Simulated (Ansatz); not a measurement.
Task: a relaxed scan of one distance of CH4ClSi (charge -1), SMILES C[SiH-]Cl, with the Ansatz DFT code, driven from Python. Give the script and its output. Level of theory (for the species named): PBE0, def2-SVP basis, multiplicity 1, D4 dispersion.

```yaml
atoms:
  - { symbol: C, position_ang: [-0.8259, -0.0514, -0.0720] }
  - { symbol: Si, position_ang: [0.8598, 0.4999, 0.4325] }
  - { symbol: Cl, position_ang: [2.0004, -1.1471, 0.8701] }
  - { symbol: H, position_ang: [-1.4562, 0.8028, -0.3378] }
  - { symbol: H, position_ang: [-1.3267, -0.5929, 0.7366] }
  - { symbol: H, position_ang: [-0.7850, -0.7150, -0.9414] }
  - { symbol: H, position_ang: [1.5337, 1.2038, -0.6880] }
```

Script `run_relaxed_scan.py`:
```python
"""Relaxed scan of one distance in CH4ClSi(-)."""

from dataclasses import dataclass

import ansatz
from ase import Atoms
import numpy as np


@dataclass(frozen=True)
class Settings:
    basis: str = "def2-SVP"
    xc: str = "PBE0"
    dispersion: str = "d4"
    net_charge: int = -1


settings = Settings()

atoms = Atoms(["C", "Si", "Cl", "H", "H", "H", "H"], positions=[
    [-0.8259, -0.0514, -0.072],
    [0.8598, 0.4999, 0.4325],
    [2.0004, -1.1471, 0.8701],
    [-1.4562, 0.8028, -0.3378],
    [-1.3267, -0.5929, 0.7366],
    [-0.785, -0.715, -0.9414],
    [1.5337, 1.2038, -0.688],
])
molecule = ansatz.Crystal.molecule_from_ase(atoms)

calc = (
    molecule.calculation()
    .basis(gaussian=settings.basis)
    .functional(settings.xc, dispersion=settings.dispersion)
    .charge(settings.net_charge)
)
symbols = [site.symbol for site in molecule.cartesian_sites]
pairs = [(0, 1), (0, 3), (0, 4), (0, 5), (1, 2), (1, 6)]
print("held (A)   E (eV)        ", "  ".join(f"{symbols[i]}{i}-{symbols[j]}{j}" for i, j in pairs))
for length in [1.01, 1.09, 1.18, 1.31, 1.48]:
    rep = calc.relax(constraints=[ansatz.DistanceConstraint((0, 3), at=length)], force_tolerance=0.02, max_steps=60).run().report
    xyz = np.array(rep["positions_ang"])
    print(f"{length:6.2f} {rep['free_energy_ev']:14.5f}  ", "  ".join(f"{np.linalg.norm(xyz[i] - xyz[j]):.3f}" for i, j in pairs))
```

```console
$ python run_relaxed_scan.py
held (A)   E (eV)         C0-Si1  C0-H3  C0-H4  C0-H5  Si1-Cl2  Si1-H6
DeckWarning: relax.constraints: the input's atoms, or those drawn, lie off the distances that are held; a relaxation that starts there is brought onto them ahead of its first SCF, by positions alone, an atom by 4.22e-2 Å at the most. With the symmetry detection on, the symmetry is detected on the input's atoms as so [...]
  1.01   -21487.90540   1.962  1.010  1.104  1.104  2.256  1.558
  1.09   -21488.08356   1.960  1.090  1.105  1.104  2.256  1.557
  1.18   -21488.01602   1.957  1.180  1.105  1.104  2.257  1.556
  1.31   -21487.64631   1.954  1.310  1.104  1.104  2.259  1.554
  1.48   -21486.97936   1.949  1.480  1.103  1.103  2.260  1.553
```
(Warnings from the package without file and line, shortened, repeats left out.)

Reading the output:
- Total energies depend on the basis set; only differences at equal settings carry meaning.
- The energies are electronic: no zero-point or thermal terms, and the basis set is short of its limit.
- Anions want diffuse functions, which this basis lacks.
- The whole script took 100 s on 1 thread of Arm Neoverse V1 (shared host), peak memory 0.21 GiB.
